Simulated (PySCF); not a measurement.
**Bond length, frequency and bond energy of SH by level of theory**

State: ²Π (doublet), unpaired electrons π ↑. Set-up: H aug-cc-pVDZ, S aug-cc-pV(D+d)Z; no relativity (PySCF 2.14). De refers to H + S in their high-spin ground configurations, without counterpoise correction. The functionals are run spin-unrestricted. A positive dipole means H(−)S(+).

```tsv
Level	Re (Å)	ωe (cm⁻¹)	De (eV)	μ (D)
UHF	1.338	2844	2.62	-0.87
UHF-MP2	1.348	2755	3.43	n/a
UHF-SCS-MP2	1.350	2739	3.49	n/a
UHF-CCSD	1.353	2701	3.49	n/a
UHF-CCSD(T)	1.355	2682	3.53	n/a
PBE	1.365	2607	3.79	-0.77
PBEsol	1.367	2606	3.96	-0.80
revPBE	1.366	2605	3.70	-0.77
r²SCAN	1.354	2687	3.82	-0.83
M06-L	1.352	2702	3.78	-0.84
PBE0	1.353	2706	3.73	-0.81
HSE06	1.354	2703	3.72	-0.81
```

The bond length runs from 1.338 Å (UHF) to 1.367 Å (PBEsol). De spans 2.62 eV (UHF, mean field) to 3.96 eV (PBEsol, GGA). Correlation at CCSD(T) changes the Hartree–Fock bond energy by +0.91 eV; the triples alone change it by +0.04 eV.

Correlated steps freeze 5 core orbitals. Correlated levels converge slowly with the basis: in double zeta they bind strong bonds too weakly, by up to about 1 eV, and carry superposition errors of some tenths. The state was picked by a PBE0 search and need not be the measured ground state.
